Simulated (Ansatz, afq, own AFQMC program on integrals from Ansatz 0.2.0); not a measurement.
**Where AFQMC and coupled cluster stand for CH⁺, singlet**

```xyz
2

C     0.0000    0.0000    0.0000
H     0.0000    0.0000    1.1404
```

Basis cc-pVTZ. Only valence electrons are correlated. Integrals, coupled cluster, full CI and functionals: Ansatz 0.2.0; the random walks run on the same integrals in our own AFQMC program. ph-AFQMC/CISD is guided by a CISD state made of CCSD amplitudes; releasing the constraint for a short imaginary time cuts its bias at the price of noise, slowly where states lie close. Free projection: walkers drawn from exp(T), propagated without any constraint. Its projection time is finite, and what remains of the start isn't in its error. Uncertainties: one standard error, sampling alone.

Determinant: RHF, the one that the program's search chose, which needn't be the lowest solution. The geometry is a point of a scan.

Full CI on the same integrals is exact in this basis and with this determinant's frozen core.

Cautions: restricted determinant unstable towards unrestricted (UHF 278 meV lower, ⟨S²⟩ 0.53).

```
T1 diagnostic                               : 0.0106
weight of the determinant in the CISD state : 0.923
size of the correlated space                : 4 electrons in 43 orbitals
```

```json
{"level": "MP2", "correlation energy (eV)": "-2.3089"}
{"level": "CCSD", "correlation energy (eV)": "-3.1077"}
{"level": "CCSD(T)", "correlation energy (eV)": "-3.1667"}
```

(1) Estimate where full CI lies against CCSD(T) on the same integrals.

(1) 14.6 meV below CCSD(T).

Reference: full CI, correlation energy -3.181 eV. The released energy is read at 2.40 1/Eh (meV from the phaseless value at times in 1/Eh: -2.7 ± 1.7 at 0.24, -3.1 ± 1.5 at 0.51, -1.8 ± 1.5 at 0.99, -2.6 ± 1.6 at 1.62, -2.1 ± 1.8 at 2.40).

```json
{"level": "CCSD(T)", "E − E(reference) (meV)": "14.6", "share of correlation (%)": "99.54"}
{"level": "CCSDT", "E − E(reference) (meV)": "3.4", "share of correlation (%)": "99.89"}
{"level": "CCSDT(Q)", "E − E(reference) (meV)": "0.9", "share of correlation (%)": "99.97"}
{"level": "ph-AFQMC/HF", "E − E(reference) (meV)": "-51.2 ± 16.2", "share of correlation (%)": "101.61"}
{"level": "ph-AFQMC/CISD", "E − E(reference) (meV)": "4.4 ± 1.1", "share of correlation (%)": "99.86"}
{"level": "released AFQMC", "E − E(reference) (meV)": "2.2 ± 1.8", "share of correlation (%)": "99.93"}
{"level": "free AFQMC", "E − E(reference) (meV)": "0.2 ± 1.6", "share of correlation (%)": "99.99"}
```

CCSDT and higher add their correlation energy to the determinant of the CCSD(T) run, since their own runs factorise the integrals more tightly (a shift of under 2 meV). Free projections are given only where their last times agree within the noise and don't stop above the reference; a slow remainder of the start can still hide under it. A walk keeps the symmetry of its determinant, which the program's search chose and which needn't be the lowest solution, so a lower state of the same spin and another symmetry isn't excluded. Released energies are given only where the last usable release times agree within the noise; a slower fall can still hide under it.
